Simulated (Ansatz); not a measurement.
Several settings on one geometry of the cluster Li₂S⁻ (the lowest doublet isomer of a short search) (that of the charge -1 doublet, r2SCAN-D4/def2-TZVPD). Ansatz on 4 threads of Arm Neoverse V1 on a shared host; times are rough.

```
atom    x (Å)    y (Å)    z (Å)
 Li1  -0.6841   1.2106  -0.6342
 Li2  -0.3244  -1.1315   0.9748
  S3   1.0085  -0.0791  -0.3406
```

Totals from different functionals, basis sets or treatments of relativity can't be compared as stabilities.

DK, ANO-RCC and x2c sets are all-electron and run with scalar relativity unless a key says otherwise. The 6-31G sets use Cartesian d functions. Correlated methods freeze 5 core orbitals; core or outer-core shells of Li are correlated, in sets that lack core-valence functions.

The spins typed aren't always the lowest for that charge.

(1) Give the basis size and estimate the energy, ⟨S²⟩ and time of these runs.

| run | method | charge | state | further keys |
| --- | --- | --- | --- | --- |
| 1 | UKS BLYP/6-31G* | -1 | doublet | scf: {lower_state_search: light}; forces asked |
| 2 | UKS PBE0-D3(BJ)/def2-TZVPP | -1 | doublet | scf: {omitted_lower_state_checks: [starts]}; forces asked |
| 3 | RHF, ccsd/x2c-TZVPPall | 0 | singlet | – |
| 4 | UKS SVWN5/6-31++G** | -1 | doublet | scf: {omitted_lower_state_checks: [starts]} |

Answers

(1) 
```csv
run,functions,energy (Eh),⟨S²⟩,wall time
1,49,-413.2800,0.75,2.9 s
2,80,-413.1483,0.75,0.7 s
3,80,-413.8672,–,0.45 s
4,61,-411.6617,0.75,0.45 s
```

The highest occupied level of an anion often lies above zero with these methods, and sets without diffuse functions describe the outer electron poorly.
